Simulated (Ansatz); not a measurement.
System: α-quartz (SiO2). Method: r²SCAN (PAW; Ansatz, a quantum-chemistry and plane-wave program).

Run with plane-wave cutoff 600 eV, 6×6×4 k mesh (along the axes of the cell as run), Fermi–Dirac smearing 0.01 eV, scalar-relativistic PAW data made under PBE.

Starting structure:

```xyz
9
Lattice="4.9160 0.0000 0.0000 -2.4580 4.2574 0.0000 0.0000 0.0000 5.4050" Properties=species:S:1:pos:R:3 pbc="T T T"
Si    -1.1545     1.9997     1.8017
Si     1.3035     2.2577     0.0000
Si     2.3090     0.0000     3.6033
O      0.2957     1.7604     1.1579
O      0.7856     3.6332     4.7613
O      3.2436     0.6241     2.4454
O      2.7537     2.4970     0.6437
O      1.3767     1.1363     4.2471
O     -1.0813     3.1211     2.9596
```

Question: Into what structure does the relaxation of cell and atoms lead at this level, with the symmetry of the start kept?

Answer: The volume grows by 0.4 %; final space group P3_221.
```xyz
9
Lattice="4.9208 0.0000 0.0000 -2.4604 4.2616 0.0000 0.0000 0.0000 5.4165" Properties=species:S:1:pos:R:3 pbc="T T T"
Si    -1.1540     1.9987     1.8055
Si     1.3064     2.2628     0.0000
Si     2.3079     0.0000     3.6110
O      0.3069     1.7609     1.1665
O      0.7820     3.6469     4.7775
O      3.2424     0.6147     2.4444
O      2.7673     2.5007     0.6389
O      1.3715     1.1462     4.2499
O     -1.0889     3.1153     2.9720
```
